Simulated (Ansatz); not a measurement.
Ansatz (a program for electronic structure) input (BHLYP/def2-TZVPD):

Ansatz 0.2 input:
```yaml
crystal:
  periodic: [false, false, false]
  atoms:
    - {symbol: C, position_ang: [0.00157892, 1.37890846, -0.51669082]}
    - {symbol: S, position_ang: [0.00022170, 0.00210942, 0.66008152]}
    - {symbol: C, position_ang: [-0.00192304, -1.38218263, -0.50786606]}
    - {symbol: H, position_ang: [0.00294044, 2.29930409, 0.06551542]}
    - {symbol: H, position_ang: [0.89298680, 1.35708081, -1.14457101]}
    - {symbol: H, position_ang: [-0.89029797, 1.35934449, -1.14397930]}
    - {symbol: H, position_ang: [-0.00289150, -2.29883840, 0.08021161]}
    - {symbol: H, position_ang: [-0.89375252, -1.36436649, -1.13527401]}
    - {symbol: H, position_ang: [0.88953225, -1.36663016, -1.13586572]}
basis:
  gaussian:
    orbitals: def2-TZVPD
hamiltonian:
  xc: {name: BHLYP}
magnetization: {spin_polarized: true, initial_magnetization: 2}
```

Output:

```
Functional definition: BHLYP
integrals: 0.08 GiB planned
1109 factors; their error is unknown
mean field: 1.00 GiB planned
mean field evaluation 1: about -12996.7627 eV, gradient 3.4e1 eV
mean field evaluation 2: about -12997.8810 eV, gradient 2.9e1 eV
mean field evaluation 4: about -13001.9799 eV, gradient 7.1e-1 eV
mean field evaluation 8: about -13002.0405 eV, gradient 2.6e-1 eV
mean field evaluation 16: about -13002.0407 eV, gradient 2.3e-4 eV
mean field -13002.04071302 eV, -477.8161831037 hartree, gradient 3.9e-5 eV, S^2 2.008360; 2 other end points of the search recorded, 0 dependent functions left out
reference -13002.04090423 eV, -477.8161901307 hartree; 18, 16 occupied and 156, 158 virtual orbitals, 1109 factors
Total energy: -13002.04090423 eV, -477.8161901307 hartree
```

This state (charge 0, triplet) is run at the relaxed geometry of the species with charge 0 and multiplicity 1, and is a spin state other than that species' own.
